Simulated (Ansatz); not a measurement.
Species, as SMILES: [SiH4] (SiH4).
Atoms: Si1, H2, H3, H4, H5. Bonds: Si1-H2, Si1-H3, Si1-H4, Si1-H5.

Basis-set convergence of the optimised Si1-H2 bond length at B3LYP with Ansatz (a first-principles code). All functions are spherical. The program fits the integrals of some runs and decomposes those of others, by size. Core-valence sets carry the plain set on hydrogen. No added dispersion term, no relativity. Reference: the value in def2-QZVPPD, 1.4790 Å, itself unsure by roughly 0.0003 Å (its mean distance from pcseg-3, def2-QZVPP, cc-pV(Q+d)Z). Deviations are taken from unrounded values.

```csv
basis,functions
def2-SV(P),26
def2-SVP,38
def2-TZVP,61
aug-cc-pV(D+d)Z,68
def2-TZVPP,98
jun-cc-pV(T+d)Z,104
cc-pCVTZ,115
aug-cc-pV(T+d)Z,147
def2-QZVPP,190
```

Problem. Which is the smallest set listed that can be trusted to 0.005 Å here, that is, within that of the reference together with its larger relatives (same family, alike in diffuse functions; a set with none to test it counts only in the reference's own line)?

Solution. The smallest set listed that lies within 0.005 Å of the reference with all its larger relatives (same family, alike in diffuse functions; a set with none counts only in the reference's own line) is def2-TZVP (61 functions, 0.0014 Å off). Inside, with no larger relative to test it: cc-pCVTZ. Value minus reference: def2-SV(P) 0.0158, def2-SVP 0.0116, def2-TZVP 0.0014, aug-cc-pV(D+d)Z 0.0085, def2-TZVPP 0.0006, jun-cc-pV(T+d)Z 0.0004, cc-pCVTZ 0.0015, aug-cc-pV(T+d)Z 0.0003, def2-QZVPP 0.0000 Å.
